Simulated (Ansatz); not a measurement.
Antifluorite Mg₂Ge: PBE at its full settings (plane-wave cutoff 520 eV, 10×10×10 k mesh, Fermi–Dirac smearing 0.01 eV, scalar-relativistic PAW data made under PBE) and at cheaper ones, in a cell of 3 atoms with Γ-centred meshes.

| level and setting | lattice parameter a (Å) | bulk modulus (GPa) |
|---|---|---|
| PBE (Ansatz) | 6.422 | 49.6 |
| PBE (2×2×2 k mesh) (Ansatz) | 6.428 | 50.7 |
| PBE (4×4×4 k mesh) (Ansatz) | 6.413 | 51.2 |
| PBE (6×6×6 k mesh) (Ansatz) | 6.419 | 50.1 |
| PBE (Fermi-Dirac smearing of 0.3 eV) (Ansatz) | 6.430 | 47.5 |

Largest shifts from the full settings: lattice constant a -0.14 % (PBE (4×4×4 k mesh)), against a difference of +0.58 % of the full result from the reference 6.385 Å (measured, temperature not stated, no zero-point or thermal correction; as tabulated in Grosch, Range, J. Alloys Compd. 235, 250 (1996)); bulk modulus -4.2 % (PBE (Fermi-Dirac smearing of 0.3 eV)).

Ansatz's density-functional and Hartree–Fock values are scalar-relativistic unless marked +SOC, with PAW data made under PBE.

Run with cheap settings on purpose, which may leave them unconverged: PBE (2×2×2 k mesh), PBE (4×4×4 k mesh), PBE (6×6×6 k mesh), PBE (Fermi-Dirac smearing of 0.3 eV).

Ansatz is a first-principles code.
